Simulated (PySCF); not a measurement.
Isomers of C2HF2N, one GFN2-xTB conformer each. Single-point energies are computed at PBE0/pcSseg-1 (PySCF, gas phase, no added dispersion term), electronic only.

```tsv
SMILES	GFN2-xTB relative energy (kJ/mol)
N#CC(F)F	0.0
[C-]#[N+]C(F)F	64.6
```

Problem. What does PBE0/pcSseg-1 give for the same structures?

Solution. 
```csv
SMILES,PBE0/pcSseg-1 E (Eh),PBE0/pcSseg-1 (kJ/mol),GFN2-xTB (kJ/mol),point group
N#CC(F)F,-330.83949,0.0,0.0,Cs
[C-]#[N+]C(F)F,-330.81921,53.3,64.6,Cs
```

Both levels put the same isomer lowest. 

Problem. Which frontier levels, dipoles and rotational constants go with these structures?

Solution. 
| SMILES | HOMO (eV, PBE0/pcSseg-1) | LUMO (eV) | dipole (D) | A, B, C (MHz) |
| --- | --- | --- | --- | --- |
| N#CC(F)F | -10.80 | -0.70 | 2.40 | 10085, 4106, 3101 |
| [C-]#[N+]C(F)F | -9.61 | -0.56 | 2.20 | 10142, 4564, 3368 |
